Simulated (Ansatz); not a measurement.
Input file:

```yaml
crystal:
  periodic: [false, false, false]
  atoms:
    - {symbol: H, position_ang: [0.000000, 0.000000, -1.138667]}
    - {symbol: H, position_ang: [0.000000, 0.000000, -0.445667]}
    - {symbol: S, position_ang: [0.000000, 0.000000, 1.584333]}
basis:
  gaussian: {orbitals: 6-31G}
magnetization: {spin_polarized: false, initial_magnetization: 2}
correlation: {method: fic_mrcisd_q, electrons: outside_noble_gas, active_space: {window: {electrons: 4, orbitals: 4}}}
```

```sh
$ ansatz run in.yaml --threads 1 --pin off --events-out ev --progress --plain --max-ram 2393MiB
```

The program prints:

```
204 factors; integrals over basis functions are off by at most 1.1e-3 eV
mean field evaluation 1: about -10845.3836 eV, gradient 6.9e0 eV
mean field evaluation 2: about -10845.3829 eV, gradient 6.8e0 eV
mean field evaluation 4: about -10845.9203 eV, gradient 2.7e-1 eV
mean field evaluation 8: about -10845.9211 eV, gradient 4.9e-7 eV
mean field evaluation 16: about -10845.5615 eV, gradient 3.4e0 eV
mean field evaluation 32: about -10845.9211 eV, gradient 3.4e-2 eV
mean field -10845.92106099 eV, -398.5802473619 hartree, gradient 6.0e-6 eV, S^2 2.000000; 9 other end points of the search recorded, 0 dependent functions left out
reference -10845.92106099 eV, -398.5802473619 hartree; 10, 8 occupied and 7, 9 virtual orbitals, 204 factors
state -10846.40508755 eV, -398.5980350099 hartree
contracted CI cycle   1: correlation 0.00000000 eV, 0.0000000000 hartree, residual 6.33e0 eV
contracted CI cycle   2: correlation -0.82122926 eV, -0.0301796185 hartree, residual 1.12e0 eV
contracted CI cycle   3: correlation -0.84842700 eV, -0.0311791173 hartree, residual 2.47e-1 eV
contracted CI cycle   4: correlation -0.84960273 eV, -0.0312223244 hartree, residual 6.87e-2 eV
contracted CI cycle   5: correlation -0.84970214 eV, -0.0312259779 hartree, residual 2.28e-2 eV
contracted CI cycle   6: correlation -0.84971181 eV, -0.0312263332 hartree, residual 8.57e-3 eV
contracted CI cycle   7: correlation -0.84971349 eV, -0.0312263947 hartree, residual 3.49e-3 eV
contracted CI cycle   8: correlation -0.84971370 eV, -0.0312264025 hartree, residual 1.56e-3 eV
contracted CI cycle   9: correlation -0.84971375 eV, -0.0312264045 hartree, residual 6.32e-4 eV
state -10846.40508755 eV, -398.5980350099 hartree; corrected -10847.27144517 eV, -398.6298730653 hartree
state -10846.04269330 eV, -398.5847172671 hartree
contracted CI cycle   1: correlation 0.00000000 eV, 0.0000000000 hartree, residual 7.97e0 eV
contracted CI cycle   2: correlation -1.16544979 eV, -0.0428294899 hartree, residual 1.30e0 eV
contracted CI cycle   3: correlation -1.20693193 eV, -0.0443539304 hartree, residual 3.19e-1 eV
contracted CI cycle   4: correlation -1.20947163 eV, -0.0444472626 hartree, residual 8.47e-2 eV
contracted CI cycle   5: correlation -1.20969915 eV, -0.0444556236 hartree, residual 3.14e-2 eV
contracted CI cycle   6: correlation -1.20972731 eV, -0.0444566588 hartree, residual 1.06e-2 eV
contracted CI cycle   7: correlation -1.20973003 eV, -0.0444567587 hartree, residual 3.07e-3 eV
contracted CI cycle   8: correlation -1.20973028 eV, -0.0444567678 hartree, residual 9.75e-4 eV
state -10846.04269330 eV, -398.5847172671 hartree; corrected -10847.28493211 eV, -398.6303687013 hartree
state -10846.04269330 eV, -398.5847172671 hartree; corrected -10847.28493211 eV, -398.6303687013 hartree
the orbitals are reached from a further start. From the first start the search ends at -10846.40508727 eV, -398.5980349997 hartree
WARN: the results are in doubt because another end's mean lies 0.362 eV lower, and its corrected mean 0.013 eV higher
Total energy: -10847.28493211 eV, -398.6303687013 hartree
In doubt: another end's mean lies 0.362 eV lower, and its corrected mean 0.013 eV higher
```

Natural occupations: 1.9934 1.0000 1.0000 0.0066.

For the same geometry and basis full CI lies 5.7 meV higher.

Ran on 1 thread of Arm Neoverse V1, shared host: 0.87 s wall, 0.14 GiB peak host memory.
